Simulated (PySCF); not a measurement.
Level of theory: PBE-D3(BJ)/def2-TZVP // r2SCAN-D4/def2-SVP (PySCF 2.14.0). All species are isolated molecules in the gas phase. 

Reference species (SMILES): `[OH]` (neutral, multiplicity 2).

The dipole moment comes out as 1.73 D.

Changed species: `C[N]C` (free radical N(CH3)2; the reference has free radical OH).

Predict the effect on the dipole moment.

the dipole moment is nearly the same.
